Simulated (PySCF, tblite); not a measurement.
# C₄H₅F: geometry, infrared bands, NMR shifts and spin-spin couplings

Wanted: the infrared bands, NMR shifts and spin-spin couplings of C₄H₅F (`FC1=CCC1`), by calculation.

Computed with tblite 0.8.0 and PySCF 2.14.0, with density-fitted response routines of our own, on a single molecule in the gas phase. Atoms are numbered from 0 throughout.

## Step 1: The molecule as given

10 atoms, charge 0, multiplicity 1; geometry from: force field or distance geometry start.

Bonds of the start (Å): F0–C1 1.36, C1–C2 1.33, C2–C3 1.51, C3–C4 1.55, C4–C1 1.52, C2–H5 1.09, C3–H6 1.09, C3–H7 1.10, C4–H8 1.10, C4–H9 1.09.

## Step 2: Geometry optimisation with GFN2-xTB

What the job is given:

```
{"job": {"kind": "relax", "xc": "GFN2-xTB", "basis": "xTB"}, "charge": 0, "multiplicity": 1}
F      2.424700     0.272300     0.375000
C      1.086800     0.206700     0.151900
C      0.154800     1.123300    -0.078500
C     -0.969500     0.119800    -0.182200
C      0.109800    -0.951900     0.112300
H      0.165500     2.206800    -0.180500
H     -1.454200     0.022000    -1.154700
H     -1.739900     0.185400     0.599500
H      0.265700    -1.671700    -0.707400
H     -0.034700    -1.507900     1.042100
```

Launch:

```
> OMP_NUM_THREADS=1 python probes_run.py task.json out
```

This one command runs all jobs of the session in turn.

Output:

```text
step      E/eV     max force
  0    -429.58432    0.895
  1    -429.60926    0.653
  2    -429.62407    0.337
  3    -429.63071    0.156
  4    -429.63332    0.143
  5    -429.63584    0.144
  6    -429.63719    0.124
  7    -429.63815    0.061
  8    -429.63858    0.051
  9    -429.63880    0.047
 10    -429.63896    0.043
 11    -429.63907    0.024
 12    -429.63913    0.017
 13    -429.63915    0.011
 14    -429.63916    0.006
```

It took 0.08 s on 1 thread of Arm Neoverse N1, shared host.

The steps of the relaxation:

```
step  energy from step 0 (eV)  largest force (eV/Å)
   0                   0.0000                0.8953
   1                  -0.0249                0.6530
   2                  -0.0398                0.3370
   3                  -0.0464                0.1556
   4                  -0.0490                0.1434
   5                  -0.0515                0.1438
   6                  -0.0529                0.1235
   7                  -0.0538                0.0610
   8                  -0.0543                0.0514
   9                  -0.0545                0.0469
  10                  -0.0546                0.0429
  11                  -0.0548                0.0244
  12                  -0.0548                0.0165
  13                  -0.0548                0.0112
  14                  -0.0548                0.0064
```

Close pairs (by a distance rule), those that changed most:

```csv
bond,before (Å),after (Å),change (Å)
C1–C4,1.516,1.495,-0.021
F0–C1,1.358,1.338,-0.020
C2–H5,1.088,1.072,-0.016
C4–H8,1.102,1.088,-0.014
C3–H7,1.099,1.088,-0.012
C4–H9,1.093,1.088,-0.005
C3–C4,1.549,1.553,+0.004
C3–H6,1.091,1.088,-0.003
```

The next job starts from the end point, and lists it.

## Step 3: Vibrational analysis with GFN2-xTB

What the job is given:

```
{"job": {"kind": "ir", "xc": "GFN2-xTB", "basis": "xTB"}, "charge": 0, "multiplicity": 1}
F      2.374413     0.225488     0.371503
C      1.054521     0.205996     0.153610
C      0.144672     1.139344    -0.085450
C     -0.964217     0.117123    -0.174133
C      0.119067    -0.959771     0.107755
H      0.154951     2.206688    -0.183721
H     -1.438472     0.037611    -1.149972
H     -1.728967     0.201523     0.594936
H      0.291966    -1.667196    -0.700786
H      0.000949    -1.502152     1.043732
```

Output:

```text
mode    cm-1     km/mol
  1     245.8      0.44
  2     387.0      9.16
  3     425.3      0.30
  4     656.5     17.09
  5     740.0     29.58
  6     843.6      1.20
  7     952.2     25.99
  8     983.2      1.23
  9    1001.5      0.21
 10    1017.2     45.08
 11    1050.7      0.15
 12    1118.7      0.23
 13    1168.2      7.12
 14    1195.1      4.29
 15    1212.9     27.24
 16    1287.4    126.33
 17    1445.3      2.02
 18    1463.4      3.35
 19    1731.7    124.65
 20    2993.8      0.79
 21    3010.9     49.08
 22    3014.0     33.24
 23    3015.3     27.17
 24    3158.7     23.70
```

Wall time 0.22 s (1 thread of Arm Neoverse N1, shared host).

Which atoms move in the most intense modes:

| cm⁻¹ | km/mol | atoms |
| --- | --- | --- |
| 740 | 29.6 | H5 46 % |
| 1017 | 45.1 | C4 31 %, C2 14 %, C3 11 %, H5 10 % |
| 1213 | 27.2 | C2 27 %, C3 26 %, H5 11 %, C1 10 % |
| 1287 | 126.3 | C1 49 %, C4 22 % |
| 1732 | 124.7 | C1 57 %, C2 37 % |
| 3011 | 49.1 | H9 28 %, H6 23 %, H8 22 %, H7 19 % |
| 3014 | 33.2 | H7 33 %, H6 28 %, H8 19 %, H9 15 % |
| 3015 | 27.2 | H8 32 %, H9 29 %, H6 18 %, H7 17 % |

## Step 4: Nuclear shieldings: PBE0/pcSseg-1

Same as in step 3 but for these lines:

```diff
@@ -1,2 +1,2 @@
-{"job": {"kind": "ir", "xc": "GFN2-xTB", "basis": "xTB"}, "charge": 0, "multiplicity": 1}
+{"job": {"kind": "nmr", "xc": "PBE0", "basis": "pcSseg-1"}, "charge": 0, "multiplicity": 1}
 F      2.374413     0.225488     0.371503
```

Level: GIAO PBE0/pcSseg-1 NMR shielding, non-relativistic, gas phase.

Output:

```text
coarse grid: 8536 points
cycle   1  E = -254.8264343161  dE =  7.594e-01  |g| = 4.576e-01  |ddm| = 2.843e+00
cycle   2  E = -254.8039269932  dE =  2.251e-02  |g| = 5.820e-01  |ddm| = 7.142e-01
cycle   3  E = -254.8660418946  dE = -6.211e-02  |g| = 7.753e-02  |ddm| = 4.065e-01
cycle   4  E = -254.8673140002  dE = -1.272e-03  |g| = 3.496e-02  |ddm| = 9.427e-02
cycle   5  E = -254.8675842842  dE = -2.703e-04  |g| = 7.778e-03  |ddm| = 2.989e-02
cycle   6  E = -254.8675937339  dE = -9.450e-06  |g| = 3.388e-03  |ddm| = 7.976e-03
cycle   7  E = -254.8675961094  dE = -2.376e-06  |g| = 4.230e-04  |ddm| = 2.684e-03
final grid: 83296 points
cycle   8  E = -254.9049707472  dE = -2.424e-05  |g| = 7.069e-03  |ddm| = 2.201e-02
cycle   9  E = -254.9049621639  dE =  8.583e-06  |g| = 9.856e-03  |ddm| = 1.242e-02
cycle  10  E = -254.9049825976  dE = -2.043e-05  |g| = 1.111e-03  |ddm| = 7.099e-03
cycle  11  E = -254.9049827967  dE = -1.990e-07  |g| = 1.994e-04  |ddm| = 1.023e-03
cycle  12  E = -254.9049828020  dE = -5.314e-09  |g| = 9.880e-05  |ddm| = 2.029e-04
cycle  13  E = -254.9049828043  dE = -2.285e-09  |g| = 2.543e-05  |ddm| = 8.915e-05
cycle  14  E = -254.9049828044  dE = -1.448e-10  |g| = 5.235e-06  |ddm| = 2.085e-05
converged SCF energy = -254.9049828044

GIAO shielding tensors (ppm)
atom      isotropic    diamagn.    paramagn.     s11        s22        s33       span
  0 F      251.411     472.708    -221.297    128.042    297.617    328.575    200.533
  1 C       24.633     252.129    -227.496    -72.594     67.443     79.048    151.642
  2 C       75.705     256.632    -180.927    -10.551    106.896    130.768    141.319
  3 C      167.747     248.974     -81.227    148.494    165.823    188.924     40.430
  4 C      150.691     251.310    -100.619    133.114    154.447    164.512     31.398
  5 H       26.883      31.449      -4.565     24.534     24.815     31.301      6.767
  6 H       29.669      29.475       0.194     25.920     27.105     35.983     10.063
  7 H       29.671      29.481       0.190     25.920     27.106     35.986     10.065
  8 H       28.839      29.440      -0.600     25.861     26.576     34.081      8.220
  9 H       28.837      29.445      -0.608     25.859     26.576     34.076      8.217
```

It took 16 s on 1 thread of Arm Neoverse N1, shared host; peak memory 0.5 GiB.

Shifts follow as δ = σ(reference) − σ, with reference shieldings (ppm) from runs at the same level and on the same kind of geometry: 1H TMS 31.72, 13C TMS 186.9, 19F CFCl3 170.9. The references are single molecules in the gas phase, so shifts against H2O, NH3, PH3, H3PO4 or CFCl3 are not on the usual liquid scales and can be off by tens of ppm. Atoms listed in one row are averaged.

| atoms | environment | σ (ppm) | δ (ppm) | δ scaled to CDCl3 |
| --- | --- | --- | --- | --- |
| C1 | fully substituted alkene carbon | 24.6 | 162.3 | 156.5 |
| C2 | alkene CH | 75.7 | 111.2 | 106.6 |
| C4 | allylic sp3 CH2 | 150.7 | 36.2 | 33.4 |
| C3 | allylic sp3 CH2 | 167.7 | 19.2 | 16.8 |
| H5 | hydrogen on an alkene CH | 26.88 | 4.83 | 4.66 |
| H8, H9 | hydrogen on an allylic sp3 CH2 | 28.84 | 2.88 | 2.82 |
| H6, H7 | hydrogen on an allylic sp3 CH2 | 29.67 | 2.05 | 2.04 |
| F0 | vinylic fluorine | 251.4 | -80.5 | – |

The scaled column applies a straight-line fit of computed shieldings to shifts measured in CDCl3, and one for carbons that bear F (root-mean-square error 0.16 ppm for H, 1.9 ppm for C).

Charges from the same density, by scheme (e):

```
atoms  Mulliken    IAO  Hirshfeld  ESP fit
   F0     -0.26  -0.26      -0.09    -0.19
   C1      0.23   0.28       0.08     0.31
   C2     -0.21  -0.23      -0.08    -0.34
   C3     -0.18  -0.25      -0.07    -0.05
   C4     -0.22  -0.29      -0.07    -0.28
```

Mayer bond orders: F0–C1 1.00, C1–C2 1.78, C2–C3 1.02, C3–C4 1.03, C4–C1 1.07.

Ring of atoms C1, C2, C3, C4: NICS(0) -8.6, NICS(1) -3.0, NICS(1)zz -3.0 ppm (means of both faces).

Orbitals, density, ELF and potential are computed afterwards from the orbital file.

Frontier orbitals at PBE0/pcSseg-1, with the share of their density that lies nearest to each atom:

```
orbital  energy (eV)                                  lies on
   HOMO        -7.18                C2 38 %; C1 30 %; F0 10 %
   LUMO         0.75  C1, C2 about 34 % each; H5 10 %; F0 7 %
```

ELF in a plane through or near 6 of the atoms.

Ten even steps from ' ' (0.00) to '@' (1.00):
```
                                                        
                                                        
                                                        
                                                        
                                                        
                        ....::..                        
                      ..--++**++::..                    
                    ..--==--::====::                    
                ..::==##%%==::++%%**..--****==..        
              ..--++--::%%##**%%##++==##%%%%**::        
              ..--**::==++++--====--##++..####::        
              ..::==++##@@##--%%%%++==##%%%%**::        
                  ..::++**::::::++--  ::====--          
                      ::##@@@@%%==..                    
                      --@@@@@@@@%%--                    
                      --@@@@@@@@%%--                    
                        ==##%%**..                      
                                                        
                                                        
                                                        
```
The map spans 10.0 Å across and 9.6 Å up, centred on the molecule. Atoms in the plane (x, y in Å): F0 (2.4, -0.2), C1 (1.1, -0.2), C2 (0.1, -1.1), C3 (-1.0, -0.1), C4 (0.1, 1.0), H5 (0.1, -2.2).

On the surface of density 0.002 e/bohr³ the electrostatic potential runs, from the 1st to the 99th percentile, from -0.81 V near F0 to 0.81 V near H5.

## Step 5: J couplings: B3LYP/pcJ-1

Same as in step 4 but for these lines:

```diff
@@ -1,2 +1,2 @@
-{"job": {"kind": "nmr", "xc": "PBE0", "basis": "pcSseg-1"}, "charge": 0, "multiplicity": 1}
+{"job": {"kind": "j", "xc": "B3LYP", "basis": "pcJ-1"}, "charge": 0, "multiplicity": 1}
 F      2.374413     0.225488     0.371503
```

Level: B3LYP/pcJ-1 indirect spin-spin coupling, non-relativistic, gas phase.

Output:

```text
coarse grid: 8536 points
cycle   1  E = -255.1287978800  dE =  6.963e-01  |g| = 5.153e-01  |ddm| = 2.672e+00
cycle   2  E = -255.0904623340  dE =  3.834e-02  |g| = 6.889e-01  |ddm| = 8.352e-01
cycle   3  E = -255.1770909850  dE = -8.663e-02  |g| = 9.576e-02  |ddm| = 4.788e-01
cycle   4  E = -255.1787772440  dE = -1.686e-03  |g| = 5.266e-02  |ddm| = 1.191e-01
cycle   5  E = -255.1794003699  dE = -6.231e-04  |g| = 1.062e-02  |ddm| = 4.310e-02
cycle   6  E = -255.1794176924  dE = -1.732e-05  |g| = 4.436e-03  |ddm| = 9.974e-03
cycle   7  E = -255.1794215403  dE = -3.848e-06  |g| = 6.171e-04  |ddm| = 3.459e-03
final grid: 83296 points
cycle   8  E = -255.2237122155  dE = -1.061e-04  |g| = 6.689e-03  |ddm| = 1.532e-02
cycle   9  E = -255.2237012531  dE =  1.096e-05  |g| = 1.020e-02  |ddm| = 1.129e-02
cycle  10  E = -255.2237211562  dE = -1.990e-05  |g| = 1.016e-03  |ddm| = 7.138e-03
cycle  11  E = -255.2237212685  dE = -1.123e-07  |g| = 5.830e-04  |ddm| = 1.246e-03
cycle  12  E = -255.2237213327  dE = -6.423e-08  |g| = 1.539e-04  |ddm| = 4.866e-04
cycle  13  E = -255.2237213381  dE = -5.439e-09  |g| = 2.262e-05  |ddm| = 1.156e-04
cycle  14  E = -255.2237213382  dE = -1.119e-10  |g| = 6.266e-06  |ddm| = 2.124e-05
converged SCF energy = -255.2237213382

Indirect spin-spin couplings (Hz)
  i      j    bonds     total        FC       PSO       DSO        SD
  0 F    1 C    1   -417.898  -395.838   -21.100     0.827    -1.787
  0 F    2 C    2    -10.698    12.521   -33.032    -0.369    10.182
  0 F    3 C    3     20.363    24.834    -4.702    -0.447     0.679
  0 F    4 C    2     16.552    16.111    -2.419    -0.238     3.098
  0 F    5 H    3     -9.035    -2.521    -4.833    -1.149    -0.532
  0 F    6 H    4     14.658    16.387     0.045    -1.620    -0.153
  0 F    7 H    4     14.679    16.408     0.045    -1.621    -0.153
  0 F    8 H    3     -6.626    -7.810     1.767    -0.907     0.324
  0 F    9 H    3     -6.621    -7.807     1.769    -0.908     0.324
  1 C    2 C    1     76.566    84.823    -8.537     0.281         -
  1 C    3 C    2     -2.136    -2.456     0.255     0.065         -
  1 C    4 C    1     41.276    42.382    -1.387     0.281         -
  1 C    5 H    2     -2.400    -1.248    -0.642    -0.510         -
  1 C    6 H    3     11.027    11.191     0.173    -0.337         -
  1 C    7 H    3     11.048    11.211     0.173    -0.337         -
  1 C    8 H    2     -9.811    -9.894     0.154    -0.071         -
  1 C    9 H    2     -9.811    -9.894     0.154    -0.071         -
  2 C    3 C    1     35.111    35.677    -0.771     0.206         -
  2 C    4 C    2      0.364     0.401    -0.038     0.001         -
  2 C    5 H    1    182.179   181.291     0.050     0.837         -
  2 C    6 H    2     -5.612    -5.669     0.273    -0.216         -
  2 C    7 H    2     -5.609    -5.666     0.273    -0.216         -
  2 C    8 H    3      6.946     7.088     0.320    -0.462         -
  2 C    9 H    3      6.942     7.084     0.319    -0.462         -
  3 C    4 C    1     27.393    26.190     1.003     0.201         -
  3 C    5 H    2      3.959     4.032     0.391    -0.464         -
  3 C    6 H    1    147.643   146.162     0.677     0.803         -
  3 C    7 H    1    147.601   146.120     0.678     0.803         -
  3 C    8 H    2     -3.571    -3.769     0.427    -0.228         -
  3 C    9 H    2     -3.577    -3.775     0.426    -0.228         -
  4 C    5 H    3     11.848    11.898     0.598    -0.648         -
  4 C    6 H    2     -2.999    -3.160     0.376    -0.215         -
  4 C    7 H    2     -3.001    -3.162     0.376    -0.215         -
  4 C    8 H    1    144.594   143.067     0.681     0.846         -
  4 C    9 H    1    144.568   143.041     0.682     0.846         -
  5 H    6 H    3      1.601     1.707     1.341    -1.446         -
  5 H    7 H    3      1.602     1.708     1.340    -1.446         -
  5 H    8 H    4     -1.077    -0.944     2.088    -2.221         -
  5 H    9 H    4     -1.087    -0.953     2.087    -2.220         -
  6 H    7 H    2    -12.112   -12.231     2.717    -2.599         -
  6 H    8 H    3      5.312     5.377    -0.043    -0.021         -
  6 H    9 H    3      1.990     2.092     2.250    -2.352         -
  7 H    8 H    3      1.987     2.089     2.249    -2.351         -
  7 H    9 H    3      5.317     5.381    -0.047    -0.017         -
  8 H    9 H    2    -15.215   -15.359     2.628    -2.484         -
```

Wall time 27 s (1 thread of Arm Neoverse N1, shared host); peak memory 0.74 GiB.

A choice of the couplings up to four bonds, sorted by the number of bonds, with means over like pairs; isotopes 13C, 19F, 1H:

```csv
pair,bonds,J (Hz),Fermi contact (Hz),dihedral (°)
F0–C1,1,-417.9,-395.8,–
C2–H5,1,182.2,181.3,–
C3–H6,1,147.6,146.1,–
C4–H8,1,144.6,143.1,–
C1–C2,1,76.6,84.8,–
C1–C4,1,41.3,42.4,–
C2–C3,1,35.1,35.7,–
C3–C4,1,27.4,26.2,–
F0–C4,2,16.6,16.1,–
H8–H9,2,-15.2,-15.4,–
H6–H7,2,-12.1,-12.2,–
F0–C2,2,-10.7,12.5,–
C1–H8,2,-9.8,-9.9,–
C2–H6,2,-5.6,-5.7,–
C3–H5,2,4.0,4.0,–
C3–H8,2,-3.6,-3.8,–
C4–H6,2,-3.0,-3.2,–
F0–C3,3,20.4,24.8,–
C4–H5,3,11.8,11.9,–
C1–H6,3,11.0,11.2,–
F0–H5,3,-9.0,-2.5,0
C2–H8,3,6.9,7.1,–
F0–H8,3,-6.6,-7.8,-65
H6–H8,3,5.3,5.4,1
H6–H9,3,2.0,2.1,-128
H5–H6,3,1.6,1.7,64
F0–H6,4,14.7,16.4,–
H5–H8,4,-1.1,-0.9,–
```

Where two rows join the same classes of atoms, they are the two kinds of pair (J and J′ of an AA′XX′ pattern), each a mean over its own pairs alone.

The spin-dipole term was solved for some atoms only; pairs without it lack that part.

Shifts (PBE0/pcSseg-1, scaled to CDCl3) and these couplings together give the proton spectrum at 500 MHz below. H–H couplings in it are scaled by factors fitted to measured ones, so they differ from the table.

1H NMR δ 4.66 (d of quint, J = 9.0, 1.3 Hz, 1H), 2.82 (m, 2H), 2.04 (m, 2H).

## Step 6: Results

| quantity | value |
| --- | --- |
| strongest single infrared mode (GFN2-xTB) | 1287 cm⁻¹, 126 km/mol |
| zero-point energy (GFN2-xTB) | 48.8 kcal/mol |
| 13C shifts against TMS (PBE0/pcSseg-1) | 162.3, 111.2, 36.2, 19.2 ppm |
| 1H shifts against TMS (PBE0/pcSseg-1, means over atoms taken as alike) | 4.83, 2.88, 2.05 ppm |
| 19F shifts against CFCl3 (PBE0/pcSseg-1) | -80.5 ppm |
| surface potential, 1st and 99th percentile | -0.81 V and 0.81 V |
| largest coupling of the table (B3LYP/pcJ-1) | 1J(F,C) F0–C1, -417.9 Hz |

The optimisation took 14 steps and gained 0.055 eV; among the close pairs (by a distance rule), C1–C4 changed most, from 1.516 to 1.495 Å. No mode is imaginary among the 24: a minimum at this level. The strongest single mode, at 1287 cm⁻¹, moves mainly C1 and C4. GFN2-xTB is a fitted tight-binding method: band positions and strengths are rough. Its intensities can rank the bands wrongly. The most deshielded hydrogen is H5 (hydrogen on an alkene CH), at 4.83 ppm: attached to an sp2 carbon and in the plane of the double bond. At PBE0/pcSseg-1: The widest tensor belongs to F0: span 201 ppm, with a paramagnetic part of -221 ppm. Of the pairs tabulated at B3LYP/pcJ-1, F0–C1 couples most strongly (-417.9 Hz; Fermi contact -395.8 Hz). Couplings across rotatable bonds belong to this one conformer; where others are populated, the observed values are averages.
